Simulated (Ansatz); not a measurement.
# CHSi⁻, quintet: from triple and quadruple zeta to the limit

```json
{"atom": "Si", "x (Å)": "0.0000", "y (Å)": "0.0326", "z (Å)": "0.6172"}
{"atom": "C", "x (Å)": "0.0000", "y (Å)": "-0.1270", "z (Å)": "-1.2686"}
{"atom": "H", "x (Å)": "0.0000", "y (Å)": "0.6065", "z (Å)": "-2.0825"}
```

Connectivity, by distances: Si–CH.

Ansatz 0.2.0, UHF determinant, valence electrons correlated. Energies in eV.

```tsv
set	X	functions	Hartree–Fock	MP2 correlation	CCSD(T) correlation	time
def2-TZVPPD	3	102	-8904.5069	-5.1746	-6.3889	2.9 s on 1 × NVIDIA H100 80GB HBM3 with 1 thread of AMD EPYC 7R13 Processor (Zen 3), with other jobs on the host
def2-QZVPPD	4	172	-8904.8397	-5.5580	-6.7119	6.5 s on 1 × NVIDIA H100 80GB HBM3 with 1 thread of AMD EPYC 7R13 Processor (Zen 3), with other jobs on the host
```

Hartree–Fock is taken to follow E(X) = E∞ + A·exp(−7.88·√X), correlation E(X) = E∞ + B·X^−2.97.

Cautions: lower spins were not checked.

Q: Work out the CCSD(T) energy at the limit, and how far the shortcut misses it that extrapolates MP2 and adds CCSD(T) minus MP2 from the smaller set.

A: Hartree–Fock: E∞ = E4 + 0.1377·(E4 − E3) = -8904.8855. Correlation: E∞ = E4 + 0.7407·(E4 − E3) = -6.9512 for CCSD(T) and -5.8419 for MP2. The limit is -8911.8368 eV, 0.285 eV below def2-QZVPPD. The shortcut gives a correlation energy of -5.8419 + (-1.2142) = -7.0561, 105 meV lower than the direct value.

Past Ne part of the Hartree–Fock step between the two sets comes from the cores, which don't follow the formula, so the 46 meV that it adds to the total can overshoot; that part largely cancels in differences.
